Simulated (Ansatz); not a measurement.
in.yaml

```yaml
crystal:
  periodic: [false, false, false]
  atoms:
    - {symbol: Al, position_ang: [0.000000, 0.029800, -0.114428]}
    - {symbol: H, position_ang: [0.000000, -0.354993, 1.926622]}
    - {symbol: H, position_ang: [-0.000001, 0.414593, 1.926622]}
    - {symbol: H, position_ang: [-0.000002, 1.566735, -0.330579]}
    - {symbol: H, position_ang: [0.000003, -2.424051, -0.459534]}
basis:
  gaussian: {orbitals: cc-pVDZ}
total_charge: 1
magnetization: {spin_polarized: false}
correlation: {method: ccsdt_q, electrons: outside_noble_gas}
```

```sh
$ ansatz run in.yaml --threads 1 --pin off --events-out ev --progress --plain --max-ram 2393MiB
```

The program prints:

```
693 factors; integrals over basis functions are off by at most 2.3e-7 eV
mean field evaluation 1: about -6634.0708 eV, gradient 8.2e0 eV
mean field evaluation 2: about -6634.0703 eV, gradient 8.2e0 eV
mean field evaluation 4: about -6634.5799 eV, gradient 3.0e-1 eV
mean field evaluation 8: about -6634.5805 eV, gradient 3.8e-5 eV
mean field evaluation 16: about -6634.5805 eV, gradient 9.6e-7 eV
mean field -6634.58046805 eV, -243.8163351208 hartree, gradient 9.6e-7 eV, S^2 0.000000; 0 other end points of the search recorded, 0 dependent functions left out; unrestricted orbitals would lower it
5 core orbitals not correlated: weight in the atoms' cores, before any rotation towards them, 1.000 or more for the frozen orbitals, at most 0.000 for the correlated occupied ones
reference -6634.58046805 eV, -243.8163351208 hartree; 3, 3 occupied and 30, 30 virtual orbitals, 693 factors
second order -2.39427849 eV of doubles, -0.00000000 eV of singles
cycle   1  -2.97736201 eV  change   -5.8e-1 eV  update   8.7e-2
cycle   2  -3.43459186 eV  change   -4.6e-1 eV  update   4.9e-2
cycle   3  -3.45352576 eV  change   -1.9e-2 eV  update   1.5e-2
cycle   4  -3.46071456 eV  change   -7.2e-3 eV  update   6.5e-3
cycle   5  -3.46579759 eV  change   -5.1e-3 eV  update   3.0e-3
cycle   6  -3.46502156 eV  change    7.8e-4 eV  update   1.3e-3
cycle   7  -3.46545449 eV  change   -4.3e-4 eV  update   4.9e-4
cycle   8  -3.46595132 eV  change   -5.0e-4 eV  update   1.5e-4
cycle   9  -3.46583295 eV  change    1.2e-4 eV  update   5.2e-5
cycle  10  -3.46580034 eV  change    3.3e-5 eV  update   1.8e-5
cycle  11  -3.46580009 eV  change    2.5e-7 eV  update   6.4e-6
cycle  12  -3.46580462 eV  change   -4.5e-6 eV  update   2.6e-6
cycle  13  -3.46580690 eV  change   -2.3e-6 eV  update   8.8e-7
cycle  14  -3.46580586 eV  change    1.0e-6 eV  update   3.7e-7
cycle  15  -3.46580561 eV  change    2.4e-7 eV  update   1.2e-7
perturbative correction -0.00250550 eV, -0.0000920755 hartree
Total energy: -6638.04877917 eV, -243.9437932034 hartree
```

For the same geometry and basis full CI lies 0.8 meV lower.

Ran on 1 thread of Arm Neoverse V2, shared host: 1.3 s wall, 0.16 GiB peak host memory.
